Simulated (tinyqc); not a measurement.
UHF in the sto-3g basis, for BH, spin multiplicity 3, step by step. One step of it, computed by the program tinyqc.

Problem. Iteration 2: building the Fock matrix. J_ij = sum D_kl (ij|kl) with D = D(alpha) + D(beta), K_ij = sum D_kl (ik|jl) for each spin; F = H + J - K(s); E = tr D H + tr D J / 2 - 0.5 sum_s tr D(s) K(s) + E_nn.

D(alpha) after iteration 1:
```
            1B 1s      1B 2s     1B 2px     1B 2py     1B 2pz      2H 1s
1B 1s    1.072794  -0.264620   0.000000   0.000000   0.061763  -0.020078
1B 2s   -0.264620   1.025602   0.000000   0.000000  -0.335301  -0.100056
1B 2px   0.000000   0.000000   0.998574  -0.037734   0.000000   0.000000
1B 2py   0.000000   0.000000  -0.037734   0.001426   0.000000   0.000000
1B 2pz   0.061763  -0.335301   0.000000   0.000000   0.320178   0.344629
2H 1s   -0.020078  -0.100056   0.000000   0.000000   0.344629   0.471917
```

D(beta) after iteration 1:
```
            1B 1s      1B 2s    1B 2px    1B 2py     1B 2pz      2H 1s
1B 1s    1.033651  -0.102804  0.000000  0.000000  -0.024894  -0.134127
1B 2s   -0.102804   0.397209  0.000000  0.000000   0.086568   0.300198
1B 2px   0.000000   0.000000  0.000000  0.000000   0.000000   0.000000
1B 2py   0.000000   0.000000  0.000000  0.000000   0.000000   0.000000
1B 2pz  -0.024894   0.086568  0.000000  0.000000   0.018873   0.065565
2H 1s   -0.134127   0.300198  0.000000  0.000000   0.065565   0.230042
```

core Hamiltonian H = T + V (hartree):
```
             1B 1s      1B 2s     1B 2px     1B 2py     1B 2pz      2H 1s
1B 1s   -12.825545  -3.323194   0.000000   0.000000  -0.023913  -1.147969
1B 2s    -3.323194  -3.886595   0.000000   0.000000  -0.189168  -2.083060
1B 2px    0.000000   0.000000  -3.042537   0.000000   0.000000   0.000000
1B 2py    0.000000   0.000000   0.000000  -3.042537   0.000000   0.000000
1B 2pz   -0.023913  -0.189168   0.000000   0.000000  -3.190432  -1.769847
2H 1s    -1.147969  -2.083060   0.000000   0.000000  -1.769847  -2.924945
```

Two-electron integrals (ij|kl) in chemists' order, unique and non-zero (hartree):
```
(11|11) 2.923513   (21|11) 0.518376   (21|21) 0.109262   (22|11) 0.744229
(22|21) 0.193177   (22|22) 0.544804   (31|31) 0.020264   (32|31) 0.029996
(32|32) 0.120346   (33|11) 0.742491   (33|21) 0.193240   (33|22) 0.544682
(33|33) 0.586773   (41|41) 0.020264   (42|41) 0.029996   (42|42) 0.120346
(43|43) 0.031630   (44|11) 0.742491   (44|21) 0.193240   (44|22) 0.544682
(44|33) 0.523513   (44|44) 0.586773   (51|51) 0.020264   (52|51) 0.029996
(52|52) 0.120346   (53|53) 0.031630   (54|54) 0.031630   (55|11) 0.742491
(55|21) 0.193240   (55|22) 0.544682   (55|33) 0.523513   (55|44) 0.523513
(55|55) 0.586773   (61|11) 0.177636   (61|21) 0.037220   (61|22) 0.065718
(61|33) 0.065398   (61|44) 0.065398   (61|51) 0.002761   (61|52) 0.004968
(61|55) 0.066396   (61|61) 0.013095   (62|11) 0.349892   (62|21) 0.091788
(62|22) 0.276103   (62|33) 0.269041   (62|44) 0.269041   (62|51) 0.010080
(62|52) 0.056002   (62|55) 0.289989   (62|61) 0.033159   (62|62) 0.178375
(63|31) 0.010187   (63|32) 0.044787   (63|53) 0.011097   (63|63) 0.022336
(64|41) 0.010187   (64|42) 0.044787   (64|54) 0.011097   (64|64) 0.022336
(65|11) 0.299857   (65|21) 0.079846   (65|22) 0.253495   (65|33) 0.239975
(65|44) 0.239975   (65|51) 0.017925   (65|52) 0.092638   (65|55) 0.280275
(65|61) 0.030589   (65|62) 0.192904   (65|65) 0.226679   (66|11) 0.490332
(66|21) 0.131075   (66|22) 0.438478   (66|33) 0.412497   (66|44) 0.412497
(66|51) 0.019792   (66|52) 0.137245   (66|55) 0.490028   (66|61) 0.048693
(66|62) 0.341363   (66|65) 0.405053   (66|66) 0.774606
```

nuclear repulsion = 2.52229366 hartree

Give: Coulomb J; exchange K(alpha); exchange K(beta); F(alpha); F(beta); total energy of this density.

Solution.

Coulomb J (hartree):
```
        1B 1s  1B 2s  1B 2px  1B 2py  1B 2pz  2H 1s
1B 1s   8.506  1.728   0.000   0.000   0.018  0.594
1B 2s   1.728  3.536   0.000   0.000   0.136  1.862
1B 2px  0.000  0.000   3.535  -0.002   0.000  0.000
1B 2py  0.000  0.000  -0.002   3.472   0.000  0.000
1B 2pz  0.018  0.136   0.000   0.000   3.589  1.762
2H 1s   0.594  1.862   0.000   0.000   1.762  3.070
```

exchange K(alpha) (hartree):
```
        1B 1s   1B 2s  1B 2px  1B 2py  1B 2pz  2H 1s
1B 1s   2.994   0.565   0.000   0.000   0.001  0.201
1B 2s   0.565   0.796   0.000   0.000  -0.019  0.467
1B 2px  0.000   0.000   0.734  -0.021   0.000  0.000
1B 2py  0.000   0.000  -0.021   0.181   0.000  0.000
1B 2pz  0.001  -0.019   0.000   0.000   0.630  0.438
2H 1s   0.201   0.467   0.000   0.000   0.438  0.723
```

exchange K(beta) (hartree):
```
         1B 1s  1B 2s  1B 2px  1B 2py  1B 2pz  2H 1s
1B 1s    2.937  0.529   0.000   0.000  -0.002  0.177
1B 2s    0.529  0.481   0.000   0.000   0.202  0.422
1B 2px   0.000  0.000   0.094   0.000   0.000  0.000
1B 2py   0.000  0.000   0.000   0.094   0.000  0.000
1B 2pz  -0.002  0.202   0.000   0.000   0.213  0.292
2H 1s    0.177  0.422   0.000   0.000   0.292  0.537
```

F(alpha) (hartree):
```
         1B 1s   1B 2s  1B 2px  1B 2py  1B 2pz   2H 1s
1B 1s   -7.314  -2.160   0.000   0.000  -0.007  -0.754
1B 2s   -2.160  -1.147   0.000   0.000  -0.035  -0.689
1B 2px   0.000   0.000  -0.242   0.019   0.000   0.000
1B 2py   0.000   0.000   0.019   0.249   0.000   0.000
1B 2pz  -0.007  -0.035   0.000   0.000  -0.231  -0.446
2H 1s   -0.754  -0.689   0.000   0.000  -0.446  -0.578
```

F(beta) (hartree):
```
         1B 1s   1B 2s  1B 2px  1B 2py  1B 2pz   2H 1s
1B 1s   -7.257  -2.125   0.000   0.000  -0.003  -0.731
1B 2s   -2.125  -0.832   0.000   0.000  -0.256  -0.643
1B 2px   0.000   0.000   0.399  -0.002   0.000   0.000
1B 2py   0.000   0.000  -0.002   0.336   0.000   0.000
1B 2pz  -0.003  -0.256   0.000   0.000   0.185  -0.300
2H 1s   -0.731  -0.643   0.000   0.000  -0.300  -0.392
```

total energy of this density = -24.70840 hartree
